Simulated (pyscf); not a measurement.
A first-order saddle from PySCF, ωB97X-D3(BJ)/def2-SVP:

```xyz
11

Ge    -1.0284     0.2458     0.0009
O     -0.6796     2.1324     0.4242
O      0.6838     0.0431    -0.3762
O     -2.2587     0.6373    -1.1947
O     -1.4160    -1.4482     0.3682
H      0.2731     2.3155     0.4267
H      0.8857    -0.8957    -0.4854
H     -2.2458     1.5862    -1.3756
H     -2.3633    -1.6222     0.3083
H     -1.5391     0.6521     1.7592
H     -1.1442     1.4951     1.4540
```

Surface: singlet, charge 0. Lowest wavenumbers (cm⁻¹): 1371i, 90, 181, 224, 276.

Problem. Name the species on either side of this saddle.

Solution. HO–Ge(OH)(OH)–OH (SMILES [OH][Ge]([OH])([OH])[OH]) + H₂ (SMILES [H][H]) <-> HO–GeH(OH)–OH (SMILES [OH][GeH]([OH])[OH]) + H₂O (SMILES O), a four-centre exchange read from left to right: Ge–O, H–H broken and Ge–H, H–O formed. At ωB97M-D3(BJ)/def2-TZVP it lies +43.3 kcal/mol from the left side and +36.1 kcal/mol from the right (each side as separated species at their lowest minima found). On the product side the descent ends in a bound adduct (not fully relaxed), 10.4 kcal/mol under the separated species and 46.0 kcal/mol under the saddle at ωB97X-D3(BJ)/def2-TZVP. At the saddle there is also a short Ge–H contact that neither side keeps. This is the saddle that the search found; another between the same sides may lie lower. Elements up to Kr have no core potential and no relativistic terms here.
